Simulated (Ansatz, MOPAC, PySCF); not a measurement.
Ligands exchanged one at a time, C H-Cl. Isolated molecules, 0 K electronic values unless said otherwise. Strings in code marks are SMILES.

Quantity: redistribution energy (mixed species minus the weighted end members), in kJ/mol. Semi-empirical values (MOPAC) are differences of heats of formation.

Level 1: frozen-core CCSD(T)/cc-pVQZ // B3LYP-D3(BJ)/def2-TZVP (Ansatz, a first-principles code)
Level 2: PBE-D3(BJ)/def2-TZVP // B3LYP-D3(BJ)/def2-TZVP (PySCF)
Level 3: HF/3-21G // B3LYP-D3(BJ)/def2-TZVP (PySCF)
Level 4: PM7 // B3LYP-D3(BJ)/def2-TZVP (MOPAC)

```json
[
 {"species": "3 of 4 H replaced by Cl: `C(Cl)(Cl)Cl`", "level 2": "-14.18", "level 3": "-27.08", "level 4": "1.27"},
 {"species": "1 of 4 H replaced by Cl: `CCl`", "level 2": "-3.56", "level 3": "-31.56", "level 4": "-1.70"},
 {"species": "2 of 4 H replaced by Cl: `ClCCl`", "level 2": "-12.20", "level 3": "-38.40", "level 4": "-0.03"}
]
```

Problem. What does level 1 give for each, and how far do the other levels lie from it on average?

Solution. 
- 3 of 4 H replaced by Cl: `C(Cl)(Cl)Cl`: -16.25
- 1 of 4 H replaced by Cl: `CCl`: -8.39
- 2 of 4 H replaced by Cl: `ClCCl`: -16.54
Mean absolute difference from level 1, which has limits of its own, over these rows (drawn at random from the members that have all these levels): level 2 3.74 kJ/mol, level 3 18.62 kJ/mol, level 4 13.57 kJ/mol.
